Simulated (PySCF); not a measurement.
sulfur dioxide (O2S), SMILES O=S=O. The structure is a stationary point at PBE-D3(BJ)/def2-TZVP.

Level of theory: PBE-D3(BJ)/def2-TZVP (PySCF).

Harmonic wavenumbers (cm⁻¹): 492, 1115, 1308. Rotational constants (GHz): 57.65, 10.02, 8.537; symmetry number 2.

Task: Work out the zero-point energy and the ideal-gas rigid-rotor harmonic-oscillator thermochemistry at 298.15 K and 1 atm.

Result: ZPE = ½ Σ hcν = ½ × 2915 cm⁻¹ = 17.44 kJ/mol. H − E(el) = 28.05 kJ/mol. Entropy in J/(mol K): translation 160.63, rotation 85.05, vibration 3.19, total 248.86. G − E(el) = -46.15 kJ/mol. Cp = 40.28 J/(mol K).
